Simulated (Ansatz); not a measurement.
System: trigonal Se. Method: PBE in Ansatz (plane waves, PAW).

Run with plane-wave cutoff 520 eV, 12×12×8 k mesh (along the axes of the cell as run), Fermi–Dirac smearing 0.01 eV, scalar-relativistic PAW data made under PBE.

Computed at the level's own relaxed cell.

**Question.** Give the computed Γ–Γ gap, volume per atom and equilibrium lattice constant a.

**Answer.** 
- Γ–Γ gap = 2.25 eV
- volume per atom = 29.85 Å³/atom
- equilibrium lattice constant a = 4.528 Å

Measured, for comparison: lattice constant a 4.365 Å (293 K, no zero-point or thermal correction; as tabulated in Wikipedia's data pages). Computed (rounded) less measured: lattice constant a +3.7 %.

Note: for a layered or molecular solid the relaxed cell lies over 5 % above the published volume, where the minimum can be shallow; the cell comes from a level without a dispersion term, which matters for the spacing of layers, chains or molecules; the bulk modulus comes from volumes at which shape and atoms were relaxed.

Spin–orbit coupling is not included.

Ansatz is a quantum-chemistry and plane-wave program.
